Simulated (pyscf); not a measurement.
PySCF, gas phase, ωB97X-D3(BJ)/def2-SVP geometries.

Task: PBE/def2-TZVP puts the barrier of HN=Ta(NH₂)(NH₂)–NH₂ (SMILES [NH]=[Ta]([NH2])([NH2])[NH2]) + H₂O (SMILES O) -> H₂N–Ta(NH₂)(NH₂)(NH₂)–OH (SMILES [NH2][Ta]([NH2])([NH2])([NH2])[OH]) (addition across a multiple bond or ene-type step; singlet surface; H–O broken, H–N, O–Ta formed) at 1.1 kcal/mol and the reaction energy at -29.3 kcal/mol, from the separated reactants. What do r²SCAN/def2-TZVP, B3LYP-D3(BJ)/def2-TZVP, ωB97M-D3(BJ)/def2-TZVP give on the same structures?

Result: r²SCAN: ΔE‡ = -0.7 kcal/mol, ΔE = -34.7 kcal/mol; B3LYP-D3(BJ): ΔE‡ = 2.5 kcal/mol, ΔE = -32.9 kcal/mol; ωB97M-D3(BJ): ΔE‡ = 3.0 kcal/mol, ΔE = -33.3 kcal/mol. PBE's barrier lies among them. Its reaction energy lies over all of them, by 3.7 to 5.4 kcal/mol. On the reactant side the descent ends in an adduct with a O–Ta contact, 10.7 kcal/mol under the separated species and 12.0 kcal/mol under the saddle at ωB97X-D3(BJ)/def2-TZVP. At r²SCAN the saddle lies under the separated reactants, which points to a path from their complex (located at ωB97X-D3(BJ) alone). What is counted as formed (O–Ta) is already present as a longer contact in the reactant adduct; forming that adduct is a step of its own. One saddle was located; it need not be the lowest between these sides. Elements past Kr carry the def2 core potentials, without spin-orbit coupling.
